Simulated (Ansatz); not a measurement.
in.yaml

```yaml
crystal:
  periodic: [false, false, false]
  atoms:
    - {symbol: B, position_ang: [0.002318, -0.305662, 1.003226]}
    - {symbol: N, position_ang: [0.001527, -0.246483, -0.369479]}
    - {symbol: Ge, position_ang: [0.049466, -0.104905, -2.301900]}
    - {symbol: H, position_ang: [-0.053311, 0.657050, 1.668154]}
basis:
  gaussian: {orbitals: cc-pVDZ, point_charges: [{charge: -0.50, position_ang: [3.297, 0.361, 0.831]}]}
magnetization: {spin_polarized: false, initial_magnetization: 3}
correlation: {method: sc_nevpt2, electrons: valence, active_space: {window: {electrons: 5, orbitals: 5}, states: [{multiplicity: 4, weights: []}]}}
scf: {lower_state_search: light}
```

```sh
$ ansatz run in.yaml --threads 1 --pin off --events-out ev --progress --plain --max-ram 2393MiB
```

(1) One thing in this input was set wrong on purpose, beside settings that are merely unusual. What is the gravest fault, and what does the program do?

## Answers

(1) Impossible set of states or weights. How the run ends: refused.
```
Error: set 0 has no weights, but each of its states needs one positive weight
```
